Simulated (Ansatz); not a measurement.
A made-up structure of C2H3S, doublet:

```xyz
6
angstrom
C -0.3708 0.1496 -0.9812
C 0.9133 -0.6748 1.3555
S -0.2964 -0.1610 0.2905
H -1.3322 0.2671 -1.4724
H 0.5183 0.3159 -1.5904
H 0.6412 -0.0622 2.1766
```

It is relaxed with PBE-D4/def2-SVP and then PBE0-D4/def2-TZVP (Ansatz 0.2.0). Atoms count as bonded within 1.22 times the sum of their covalent radii (H–H: 0.88 Å). The end point is not checked to be a true minimum.

(1) Does its bonding change? (A judgement: the text doesn't fix the answer.)

Answers

(1) By the calculation: No: no bond forms or breaks.

Where it ends: The first stage lowers the energy by 4.28 eV in 17 steps. It ends as C₂H₃S ([CH][S][CH2]):
```
6
angstrom
C -0.4032 0.1419 -1.0712
C 0.9586 -0.2519 1.1750
S -0.5746 -0.0821 0.5889
H -1.2922 0.2769 -1.6730
H 0.5923 0.1452 -1.4990
H 0.7925 -0.3954 2.2579
```

Labels in which every atom is bracketed show which atoms are joined, not bond orders.

For scale, one of the runs: PBE0-D4/def2-TZVP relaxation, 117 basis functions, launched by `ansatz run in.yaml --threads 2 --pin off --events-out ev --progress --plain --max-ram 4352MiB`. The run took about 36 s on 2 CPU threads of an Arm Neoverse V2 (shared host).
